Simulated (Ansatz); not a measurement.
Two shapes of doublet CH₃O.

Shape 1:

```xyz
5

C     0.1566   -0.4655    0.3003
O    -0.2132    0.6076   -0.4950
H     1.0081   -0.1091    1.0297
H    -0.5752   -0.8939    1.0130
H     0.5312   -1.4029   -0.2309
```

Shape 2:

```xyz
5

C     0.2852   -0.4899    0.1168
O    -0.3352    0.6229   -0.3068
H     1.2615   -0.1469    0.3908
H    -0.0639   -0.8196    1.0697
H     0.1710   -1.3902   -0.4482
```

Basis set: def2-SVP (spherical functions). Frozen core: 2 orbitals. Charge 0, multiplicity 2.

Computed with Ansatz (development build ahead of 0.2.0); each method stands on the lowest determinant of its kind that the runs found.

Problem. Which shape is lower in energy, and by how much in each method?

Solution.

```json
{"method": "UHF", "E(2) − E(1) (eV)": "-0.013"}
{"method": "UHF-MP2", "E(2) − E(1) (eV)": "0.061"}
{"method": "PBE0 (unrestricted)", "E(2) − E(1) (eV)": "0.060"}
```

The methods disagree on the order.
